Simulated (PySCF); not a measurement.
Process, species as SMILES: P#P (P2) + 3 [H][H] (H2) → 2 P (PH3)
B3LYP-D3(BJ)/def2-TZVP geometries, fixed; electronic energies without zero-point terms.

Effect of the grid level at PBE0/aug-cc-pV(T+d)Z with PySCF, against the last row, where the energy of full hydrogenation is -50.30 kcal/mol.

```json
[
 {"setting": "grids.level: 0", "grid points, largest species": "3488", "largest shift of a total energy (mEh)": "10.997", "shift of the energy of full hydrogenation (kcal/mol)": "-1.999"},
 {"setting": "grids.level: 1", "grid points, largest species": "13832", "largest shift of a total energy (mEh)": "-0.004", "shift of the energy of full hydrogenation (kcal/mol)": "0.006"},
 {"setting": "grids.level: 2", "grid points, largest species": "28048", "largest shift of a total energy (mEh)": "-0.003", "shift of the energy of full hydrogenation (kcal/mol)": "0.000"},
 {"setting": "grids.level: 3", "grid points, largest species": "48608", "largest shift of a total energy (mEh)": "0.000", "shift of the energy of full hydrogenation (kcal/mol)": "0.000"},
 {"setting": "grids.level: 4", "grid points, largest species": "76200", "largest shift of a total energy (mEh)": "0.000", "shift of the energy of full hydrogenation (kcal/mol)": "0.000"},
 {"setting": "grids.level: 5", "grid points, largest species": "114208", "largest shift of a total energy (mEh)": "0.000", "shift of the energy of full hydrogenation (kcal/mol)": "0.000"},
 {"setting": "grids.level: 7", "grid points, largest species": "237680", "largest shift of a total energy (mEh)": "0.000", "shift of the energy of full hydrogenation (kcal/mol)": "0.000"}
]
```

Within 0.02 kcal/mol in the energy of full hydrogenation: grids.level: 1; grids.level: 2; grids.level: 3; grids.level: 4; grids.level: 5. The largest shift is 10.997 mEh in a total energy and 1.999 kcal/mol in the difference.
